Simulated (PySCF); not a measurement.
# CH2NO: the cost of one run

Program: PySCF 2.14.0. Level of theory: levels as typed in each script, gas phase, geometry from GFN2-xTB. These are calculated values, not measurements.

### Step 1. The starting structure

SMILES `[OH-].C#N`, 5 atoms, charge -1, spin multiplicity 1.

Bond lengths: O1–H2 0.963 Å, O1–C3 1.552 Å, C3–N4 1.191 Å, C3–H5 1.126 Å. Angles: H2–O1–C3 103.7°, O1–C3–N4 125.5°, O1–C3–H5 99.7°, N4–C3–H5 134.8°.

Geometry (Å):

```
O     1.18637   -0.07621    0.00000
H     1.11932   -1.03694    0.00000
C    -0.29247    0.39503    0.00000
N    -1.24567   -0.31907    0.00000
H    -0.13579    1.50992    0.00000
```

### Step 2. Binding of the two fragments (PBE0/6-31+g*)

input.py

```python
import numpy as np
from pyscf import gto, scf, dft
from pyscf.scf import atom_ks, atom_hf
from scipy.linalg import block_diag
from pyscf.dispersion import dftd3

def solve(mol, dm0=None, hcore=None):
    mf = (dft.UKS if mol.spin else dft.RKS)(mol, xc='pbe0')
    mf.grids.level = 3
    mf = mf.density_fit(auxbasis='def2-universal-jkfit')
    mf.conv_tol, mf.max_cycle = 1e-8, 80
    if hcore is not None:
        mf.get_hcore = lambda *args: hcore
    mf.kernel(dm0)
    if not mf.converged:
        mf = mf.newton().run(mf.mo_coeff, mf.mo_occ, max_cycle=30)
    assert mf.converged, 'SCF not converged'
    return mf

mol = gto.M(atom='''
O      1.18637    -0.07621     0.00000
H      1.11932    -1.03694     0.00000
C     -0.29247     0.39503     0.00000
N     -1.24567    -0.31907     0.00000
H     -0.13579     1.50992     0.00000
''', basis='6-31+g*', charge=-1, spin=0, verbose=4)
mol_a = gto.M(atom='''
O      1.18637    -0.07621     0.00000
H      1.11932    -1.03694     0.00000
ghost-C     -0.29247     0.39503     0.00000
ghost-N     -1.24567    -0.31907     0.00000
ghost-H     -0.13579     1.50992     0.00000
''', basis='6-31+g*', charge=-1, spin=0, verbose=4)
mol_b = gto.M(atom='''
ghost-O      1.18637    -0.07621     0.00000
ghost-H      1.11932    -1.03694     0.00000
C     -0.29247     0.39503     0.00000
N     -1.24567    -0.31907     0.00000
H     -0.13579     1.50992     0.00000
''', basis='6-31+g*', charge=0, spin=0, verbose=4)
ab, a, b = solve(mol), solve(mol_a), solve(mol_b)
e_int = ab.e_tot - a.e_tot - b.e_tot
print('counterpoise-corrected interaction energy / kcal/mol', e_int * 627.5095)
def disp(atoms, charge):
    m = gto.M(atom=atoms, charge=charge, basis='sto-3g', spin=None, unit='Bohr', verbose=0)
    return dftd3.DFTD3Dispersion(m, xc='pbe0', version='d3bj').get_dispersion()['energy']
e_disp = disp(mol._atom, mol.charge) - disp(mol._atom[:2], mol_a.charge) - disp(mol._atom[2:], mol_b.charge)
print('D3(BJ) part / kcal/mol', e_disp * 627.5095)
# spherically averaged free atoms, for the promolecule
atm = atom_ks.get_atm_nrks(mol, xc='pbe0')
pro = block_diag(*[(atm[a[0]][2] * atm[a[0]][3]) @ atm[a[0]][2].T for a in mol._atom])
np.savez('result.npz', e_int=e_int, e_disp=e_disp, dm_a=a.make_rdm1(), dm_b=b.make_rdm1(), c=ab.mo_coeff, occ=ab.mo_occ, eps=ab.mo_energy, pro=pro, d=[f.dip_moment(verbose=0) for f in (ab, a, b)])
```

The run is started by

```bash
$ OMP_NUM_THREADS=1 python input.py
```

**Question.** How long does this run take on 1 thread of Intel Xeon Platinum 8175M at 2.50GHz (Skylake/Cascade Lake), shared host, and how much memory does it need?

About 16 s, with a peak of 0.27 GiB.
